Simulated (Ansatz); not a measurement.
**Changing the shape of H₄N₂, singlet**

Program: Ansatz, Gaussian basis, development build; NEVPT3, NEVPT4(SD) by development code. Basis cc-pVDZ, nonrelativistic, 2 orbitals frozen in the corrections; active space CAS(2,2). Restricted Hartree–Fock, then the lowest state-specific CASSCF solution met for each case. Coupled cluster stands on the determinant that it favours, not always the lowest RHF. Single-reference values can break down or jump between states where bonds are stretched. Unlike active orbitals can shift such differences by tenths of an eV, at times by over 1 eV.

Case A:

```xyz
6

N     0.1031    0.0777    0.7115
N    -0.1031    0.0777   -0.7115
H     0.3656   -0.8479    1.0512
H    -0.7942    0.3041    1.1306
H    -0.3656   -0.8479   -1.0512
H     0.7942    0.3041   -1.1306
```

Case B:

```xyz
6

N    -0.0777   -0.0942   -1.0743
N    -0.0777    0.0942    1.0743
H     0.8479   -0.3372   -1.4282
H    -0.3041    0.8253   -1.4421
H     0.8479    0.3372    1.4282
H    -0.3041   -0.8253    1.4421
```

Energy less that of case A, in eV:

```
case  RHF/ROHF  CASSCF  SC-NEVPT2  FIC-NEVPT2  NEVPT3  NEVPT4(SD)
   B    +3.571  +1.969     +2.430      +2.429  +2.244      +2.289
```

(1) What does CCSDT give for these differences?

Answers

(1) B: +2.340 eV (54.0 kcal/mol).
